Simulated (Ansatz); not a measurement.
The input, for Ansatz 0.2.0:

```yaml
crystal:
  periodic: [false, false, false]
  atoms:
    - {symbol: O, position_ang: [0.000000, -0.091227, 0.037859]}
    - {symbol: H, position_ang: [0.000000, 0.961930, -1.459947]}
    - {symbol: H, position_ang: [0.000000, 0.486144, 0.858999]}
basis:
  gaussian: {orbitals: aug-cc-pVDZ}
total_charge: 1
magnetization: {spin_polarized: false, initial_magnetization: 1}
correlation: {active_space: {window: {electrons: 1, orbitals: 9}, states: [{multiplicity: 2, weights: [0.5, 1, 1]}]}}
output: {forces: true}
```

```sh
$ ansatz run in.yaml --threads 1 --pin off --events-out ev --progress --plain --max-ram 2393MiB
```

Log:

```
668 factors; integrals over basis functions are off by at most 2.1e-7 eV
mean field evaluation 1: about -2049.9998 eV, gradient 4.4e1 eV
mean field evaluation 2: about -2049.9998 eV, gradient 4.4e1 eV
mean field evaluation 4: about -2053.3518 eV, gradient 1.5e1 eV
mean field evaluation 8: about -2054.3390 eV, gradient 2.5e-1 eV
mean field evaluation 16: about -2054.3365 eV, gradient 4.5e-1 eV
mean field -2054.33916430 eV, -75.4955718068 hartree, gradient 2.3e-6 eV, S^2 0.750000; 2 other end points of the search recorded, 0 dependent functions left out
reference -2054.33916430 eV, -75.4955718068 hartree; 5, 4 occupied and 36, 37 virtual orbitals, 668 factors
state -2052.75357788 eV, -75.4373025808 hartree
state -2049.14210165 eV, -75.3045832773 hartree
state -2041.47232281 eV, -75.0227241038 hartree
the calculation of the forces begins
Total energy: -2046.79648536 eV, -75.2183834686 hartree
Atom 0 at     0.000000    -0.091227     0.037859 Å, force    -0.000000    -2.058218    -3.039555 eV/Å
Atom 1 at     0.000000     0.961930    -1.459947 Å, force     0.000000    -0.068525     0.197652 eV/Å
Atom 2 at     0.000000     0.486144     0.858999 Å, force    -0.000000     2.126743     2.841904 eV/Å
Dipole moment:    -0.000000     0.372564    -0.576647 e Å
```

The total printed last is the weighted mean of the 3 states, 5.957 eV above the lowest of them, and is no single state's energy. Before any correction even the lowest state lies above the reference determinant, by 1.59 eV, so the averaged orbitals or the space serve it badly.

Forces (eV/Å):
```
O    0.000 -2.058 -3.040
H    0.000 -0.069  0.198
H    0.000  2.127  2.842
```

Ran on 1 thread of AMD EPYC 9B45, shared host: 0.39 s wall, 0.13 GiB peak host memory.
